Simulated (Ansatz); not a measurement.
`NCOCO`, relaxed with RKS PBE0-D4/def2-TZVP in Ansatz 0.2.0 from a PBE-D4/def2-SVP geometry. The force threshold is 0.005 eV/Å; the program also tests the step.

Total charge 0; spin multiplicity 1.

Start:

```xyz
12

N    -0.402   -0.607   -1.471
C     0.097   -1.109   -0.205
O     0.777   -0.115    0.536
C    -0.067    0.929    1.007
O     0.704    2.025    1.367
H     0.315   -0.640   -2.204
H    -1.218   -1.134   -1.797
H     0.841   -1.934   -0.294
H    -0.777   -1.509    0.367
H    -0.606    0.603    1.930
H    -0.817    1.162    0.210
H     1.152    2.329    0.554
```

(1) How much energy does the relaxation release, and in how many steps? (Best estimate.)

(2) Which bonds change most? (Estimate.)

(3) Give the relaxed structure. (An estimate is asked.)

Answers

(1) Computed: 5.26 kJ/mol, in 6 steps.

(2) Ansatz gave: C4–H11 from 1.119 to 1.098 Å; C4–H10 from 1.118 to 1.097 Å; C2–H9 from 1.119 to 1.099 Å; C2–H8 from 1.115 to 1.095 Å.

(3) Computed: 
```xyz
12

N    -0.382   -0.612   -1.473
C     0.089   -1.103   -0.202
O     0.772   -0.111    0.518
C    -0.069    0.909    1.004
O     0.697    2.009    1.344
H     0.333   -0.657   -2.186
H    -1.200   -1.106   -1.796
H     0.807   -1.926   -0.280
H    -0.781   -1.465    0.365
H    -0.564    0.580    1.926
H    -0.819    1.146    0.238
H     1.117    2.334    0.543
```
